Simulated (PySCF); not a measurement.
Basis-set dependence of excited states

Ethyl propyl ether, C5H12O.
InChI=1S/C5H12O/c1-3-5-6-4-2/h3-5H2,1-2H3

TDDFT with PBE0 (PySCF), vertical singlets, core orbitals frozen in the response, spherical d and f functions. Isolated species at its PBE0-D3(BJ)/def2-SVP geometry (one conformer only).

| basis | functions | diffuse | S1 (eV) | S2 (eV) | S3 (eV) | S4 (eV) | S5 (eV) | LUMO (eV) | α (au) |
| --- | --- | --- | --- | --- | --- | --- | --- | --- | --- |
| 6-31G* | 108 | no | 8.42 | 8.85 | 9.42 | 9.83 | 10.22 | 2.88 | 59.1 |
| 6-31+G* | 132 | yes | 6.81 | 7.20 | 7.27 | 7.42 | 7.67 | 0.67 | 64.8 |
| def2-SVP | 144 | no | 7.74 | 8.20 | 8.74 | 8.93 | 9.51 | 1.89 | 61.2 |
| def2-SVPD | 219 | yes | 6.95 | 7.44 | 7.78 | 8.02 | 8.11 | 0.81 | 70.2 |
| aug-cc-pVDZ | 246 | yes | 6.27 | 6.71 | 6.83 | 6.86 | 7.25 | -0.01 | 72.0 |
| def2-TZVP | 258 | no | 7.25 | 7.74 | 8.22 | 8.59 | 8.66 | 1.23 | 68.7 |

Q: How much do these states and the polarisability depend on the basis?

A: States are compared by their number. Against the largest diffuse basis here (aug-cc-pVDZ, itself not a converged limit), sets without diffuse functions differ by up to 2.16 eV in S1 and 2.96 eV in S5; the smaller diffuse sets differ by up to 0.68 and 0.86 eV. State by state, the largest deviation of a set without diffuse functions is S1 2.16, S2 2.14, S3 2.60, S4 2.97, S5 2.96 eV. The same number needn't mean the same state in each row. Against aug-cc-pVDZ the polarisability deviates by -18% in 6-31G*, -10% in 6-31+G*, -15% in def2-SVP, -3% in def2-SVPD, -5% in def2-TZVP. A single + in a Pople set puts diffuse functions on heavy atoms only.
